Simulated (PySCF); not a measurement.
**AlH3 (SMILES [H][Al]([H])[H]) at r2SCAN/6-31G**

Aim: the energy change on altering one bond length of AlH3 at r2SCAN/6-31G, from 2 runs. 

The calculation is run with PySCF 2.14.0.

8 further runs of the same task are left out: 8 set aside as unsound or not needed.

### 1 The molecule

AlH3: 4 atoms, total charge 0, spin state singlet. SMILES: `[H][Al]([H])[H]`. Geometry: a GFN2-xTB relaxation, a rough one for these elements and not checked as a minimum.

Bond lengths: Al1–H2 1.553 Å, Al1–H3 1.553 Å, Al1–H4 1.553 Å. Angles: H2–Al1–H3 120.0°, H2–Al1–H4 120.0°, H3–Al1–H4 120.0°.

### 2 A single-point energy at r2SCAN/6-31G

Input file start.xyz:

```xyz
4

Al    -0.000010    -0.000020     0.000020
H      1.552650    -0.030520     0.014610
H     -0.749810     1.359840    -0.019120
H     -0.802830    -1.329300     0.004480
```

Input file input.py:

```python
from pyscf import gto, dft

mol = gto.M(
    atom='start.xyz',
    verbose=4,
    basis='6-31g',
    max_memory=1860,
)

myscf = dft.RKS(mol)
myscf.xc = 'r2scan'
myscf.grids.level = 5
myscf.conv_tol = 1e-10
myscf.kernel()
if not myscf.converged:
    myscf = myscf.newton().run(myscf.mo_coeff, myscf.mo_occ)

e_tot = myscf.e_tot
print('Final energy', e_tot)
```

The run is started by

```
OMP_NUM_THREADS=1 python input.py
```

What it wrote:

```text
PySCF version 2.14.0

[INPUT] num. atoms = 4
[INPUT] num. electrons = 16
[INPUT] charge = 0
[INPUT] spin (= nelec alpha-beta = 2S) = 0
[INPUT] symmetry False subgroup None
[INPUT] Mole.unit = angstrom
[INPUT] Symbol           X                Y                Z      unit          X                Y                Z       unit  Magmom
[INPUT]  1 Al    -0.000010000000  -0.000020000000   0.000020000000 AA   -0.000018897261  -0.000037794522   0.000037794522 Bohr   0.0
[INPUT]  2 H      1.552650000000  -0.030520000000   0.014610000000 AA    2.934083267306  -0.057674441322   0.027608898680 Bohr   0.0
[INPUT]  3 H     -0.749810000000   1.359840000000  -0.019120000000 AA   -1.416935545460   2.569725173229  -0.036131563502 Bohr   0.0
[INPUT]  4 H     -0.802830000000  -1.329300000000   0.004480000000 AA   -1.517128824585  -2.512012937384   0.008465973038 Bohr   0.0

nuclear repulsion = 13.8794596526858
number of shells = 13
number of NR pGTOs = 58
number of NR cGTOs = 19
basis = 6-31g
ecp = {}

******** <class 'pyscf.dft.rks.RKS'> ********
method = RKS
initial guess = minao
damping factor = 0
level_shift factor = 0
DIIS = <class 'pyscf.scf.diis.CDIIS'>
diis_start_cycle = 1
diis_space = 8
diis_damp = 0
SCF conv_tol = 1e-10
SCF conv_tol_grad = None
SCF max_cycles = 50
direct_scf = True
direct_scf_tol = 1e-13
XC library pyscf.dft.libxc version 7.0.0
    S. Lehtola, C. Steigemann, M. J.T. Oliveira, and M. A.L. Marques.,  SoftwareX 7, 1–5 (2018)
XC functionals = r2scan
    J. W. Furness, A. D. Kaplan, J. Ning, J. P. Perdew, and J. Sun.,  J. Phys. Chem. Lett. 11, 8208-8215 (2020)
    J. W. Furness, A. D. Kaplan, J. Ning, J. P. Perdew, and J. Sun.,  J. Phys. Chem. Lett. 11, 9248-9248 (2020)
    J. W. Furness, A. D. Kaplan, J. Ning, J. P. Perdew, and J. Sun.,  J. Phys. Chem. Lett. 11, 8208-8215 (2020)
    J. W. Furness, A. D. Kaplan, J. Ning, J. P. Perdew, and J. Sun.,  J. Phys. Chem. Lett. 11, 9248-9248 (2020)
radial grids:
    Treutler-Ahlrichs [JCP 102, 346 (1995); DOI:10.1063/1.469408] (M4) radial grids

becke partition: Becke, JCP 88, 2547 (1988); DOI:10.1063/1.454033
pruning grids: <function nwchem_prune>
grids dens level: 5
symmetrized grids: False
atomic radii adjust function: <function treutler_atomic_radii_adjust>
small_rho_cutoff = 0
Set gradient conv threshold to 1e-05
Initial guess from minao.
tot grids = 113672
init E= -243.899342612007
  HOMO = -0.327719622138733  LUMO = -0.102300965236038  gap/eV = 6.13395
cycle= 1 E= -244.114585390856  delta_E= -0.215  |g|= 0.139  |ddm|=  1.5
  HOMO = -0.276318722355956  LUMO = -0.0850633847255555  gap/eV = 5.20432
cycle= 2 E= -244.120495228295  delta_E= -0.00591  |g|= 0.0613  |ddm|= 0.276
  HOMO = -0.282876238552044  LUMO = -0.0788381698055892  gap/eV = 5.55216
cycle= 3 E= -244.122314743232  delta_E= -0.00182  |g|= 0.00537  |ddm|= 0.123
  HOMO = -0.285034897655912  LUMO = -0.0809670920213438  gap/eV = 5.55297
cycle= 4 E= -244.122330317241  delta_E= -1.56e-05  |g|= 0.000315  |ddm|= 0.0129
  HOMO = -0.284885343074437  LUMO = -0.0808414344132912  gap/eV = 5.55232
cycle= 5 E= -244.122330353655  delta_E= -3.64e-08  |g|= 2.15e-05  |ddm|= 0.000481
  HOMO = -0.284866411069559  LUMO = -0.0808212365761068  gap/eV = 5.55235
cycle= 6 E= -244.122330353929  delta_E= -2.74e-10  |g|= 1.25e-06  |ddm|= 7.25e-05
  HOMO = -0.284866262800702  LUMO = -0.0808212510834893  gap/eV = 5.55235
cycle= 7 E= -244.12233035393  delta_E= -6.25e-13  |g|= 1.47e-07  |ddm|= 2.36e-06
  HOMO = -0.28486621396324  LUMO = -0.0808212519438994  gap/eV = 5.55235
Extra cycle  E= -244.122330353931  delta_E= -5.12e-13  |g|= 9.84e-08  |ddm|= 4.96e-07
converged SCF energy = -244.122330353931
Final energy -244.12233035393055
```

Run time: 2.7 s. Hardware: 1 thread of Arm Neoverse V1, shared host; peak memory 0.18 GiB.

### 3 The distorted shape at the same level

Input file input.xyz:

```xyz
4
AlH3
Al    -0.776298     0.015229    -0.007275
H      1.552650    -0.030520     0.014610
H     -1.526098     1.375089    -0.026415
H     -1.579118    -1.314051    -0.002815
```

Input file calc.py:

```python
from pyscf import gto, dft

mol = gto.M(
    atom='input.xyz',
    basis='6-31g',
    charge=0,
    verbose=3,
    max_memory=1860,
)

mf = dft.RKS(mol, xc='r2scan')
mf.conv_tol = 1e-10
mf.grids.level = 5
mf.kernel()
if not mf.converged:
    mf = mf.newton().run(mf.mo_coeff, mf.mo_occ)

e_final = mf.e_tot
print(f'total energy: {e_final:.8f} hartree')
```

The run is started by

```
OMP_NUM_THREADS=1 python calc.py
```

What it wrote:

```text
converged SCF energy = -244.068814828455
total energy: -244.06881483 hartree
```

Wall time 2.5 s (1 thread of Arm Neoverse V1, shared host); peak memory 0.18 GiB.

### 4 What came out

Level: r2SCAN/6-31G.

```
                                                          quantity          value
                                         first shape: total energy  -244.12233 Eh
                                        first shape: dipole moment         0.00 D
                                          first shape: HOMO energy       -7.75 eV
                                          first shape: LUMO energy       -2.20 eV
                                        first shape: HOMO–LUMO gap        5.55 eV
                                     distorted shape: total energy  -244.06881 Eh
                                    distorted shape: dipole moment         1.52 D
                                      distorted shape: HOMO energy       -6.50 eV
                                      distorted shape: LUMO energy       -2.58 eV
                                    distorted shape: HOMO–LUMO gap        3.92 eV
energy change with the Al1–H2 bond stretched from 1.553 to 2.330 Å       1.456 eV
```

One bond (distorted shape) is far stretched, which a spin-restricted single reference describes badly; a broken-symmetry solution may lie lower. With the Al1–H2 bond stretched from 1.553 to 2.330 Å the energy rises by 1.46 eV (34 kcal/mol). The first shape isn't relaxed at this level, so the change isn't measured from a minimum. A restricted reference can't describe the breaking bond well at this length. Mulliken charges (distorted shape) run from -0.17 on H3 to +0.51 on Al1.
